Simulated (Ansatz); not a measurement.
# AlH₃F (doublet): the correlation ladder at distance Al1–H4 along a hydrogen transfer = 1.475 Å, cc-pVDZ

How much of the correlation energy of AlH₃F (doublet) does each wave-function method recover here?

Method: cc-pVDZ, correlated electrons: outside noble gas; program: Ansatz 0.2.0, Gaussian basis.

The runs, in order: UHF; CCSD(T) on ROHF; CCSD(T) on UHF; BCCD(T) on ROHF; CISD; CCSDT(Q) on ROHF; CCSDT(Q) on UHF; CASSCF and MRCISD+Q, 3 electrons in 3 orbitals; CASSCF and NEVPT2, 3 electrons in 3 orbitals.

### Step 1. What is computed

The geometry derives from fragments relaxed apart (PBE0/def2-TZVP) and kept rigid, so it is no stationary point. A hydrogen atom is moved between rigid fragments.

5 atoms, charge 0, spin multiplicity 2.

Atoms are counted from 1 here; the program's logs count them from 0.

Bond lengths: Al1–H2 1.586 Å, Al1–H3 1.586 Å, Al1–H4 1.475 Å. Angles: H2–Al1–H3 120.0°, H2–Al1–H4 120.0°, H3–Al1–H4 120.0°.

In the tables R marks a restricted open-shell determinant and U an unrestricted one; 'pair' is the active space of 3 electrons in 3 orbitals; correlation energies count from the lowest restricted Hartree-Fock solution.

### Step 2. UHF

The input, in.yaml:

```yaml
crystal:
  periodic: [false, false, false]
  atoms:
    - {symbol: Al, position_ang: [-1.085586, 0.000000, 0.000000]}
    - {symbol: H, position_ang: [-1.878510, 1.373384, 0.000000]}
    - {symbol: H, position_ang: [-1.878510, -1.373384, 0.000000]}
    - {symbol: H, position_ang: [0.389414, 0.000000, 0.000000]}
    - {symbol: F, position_ang: [1.720414, 0.000000, 0.000000]}
basis:
  gaussian: {orbitals: cc-pVDZ}
magnetization: {spin_polarized: true, initial_magnetization: 1}
hamiltonian: {xc: hf}
output: {orbitals: {seedname: orbitals}}
```

Command:

```bash
$ ansatz run in.yaml --threads 1 --pin off --events-out ev --progress --plain --max-ram 2393MiB
```

After this run come: CCSD(T) on ROHF; CCSD(T) on UHF; BCCD(T) on ROHF; CISD; CCSDT(Q) on ROHF; CCSDT(Q) on UHF; CASSCF and MRCISD+Q, 3 electrons in 3 orbitals; CASSCF and NEVPT2, 3 electrons in 3 orbitals.

**Question.** What will the summary of the whole plan be? Wanted: correlation energy, UCCSDT(Q); RMP2 from UCCSDT(Q); UMP2 from UCCSDT(Q); RCCSD from UCCSDT(Q); RCCSD(T) from UCCSDT(Q); UCCSD(T) from UCCSDT(Q); RCCSDT(Q) from UCCSDT(Q); NEVPT2 pair from UCCSDT(Q); MRCISD+Q pair from UCCSDT(Q).

The runs gave:

```
                                      quantity                                                   value
                 correlation energy, UCCSDT(Q)                                              -8.0795 eV
                           RMP2 from UCCSDT(Q)                                           +103.0 kJ/mol
                           UMP2 from UCCSDT(Q)                                           +105.8 kJ/mol
                          RCCSD from UCCSDT(Q)                                            +13.8 kJ/mol
                       RCCSD(T) from UCCSDT(Q)                                             +3.4 kJ/mol
                       UCCSD(T) from UCCSDT(Q)                                             +3.4 kJ/mol
                      RCCSDT(Q) from UCCSDT(Q)                                              0.0 kJ/mol
                    NEVPT2 pair from UCCSDT(Q)                                            +91.6 kJ/mol
                  MRCISD+Q pair from UCCSDT(Q)                                            +11.7 kJ/mol
levels of the table within 1 kcal/mol (43 meV)  RCCSD(T), UCCSD(T), BCCD(T), RCCSDT, UCCSDT, RCCSDT(Q)
                                 T1 diagnostic                                                   0.037
```

In words: RCCSD(T) lands +3.4 kJ/mol from the yardstick (0.4 % of the correlation energy). Of the multireference levels listed MRCISD+Q pair comes nearest in total energy (+11.7 kJ/mol), which doesn't show that its space is the better one. These misses are within one basis, not against nature; the frozen cores of restricted and unrestricted runs differ, which can shift their rows.
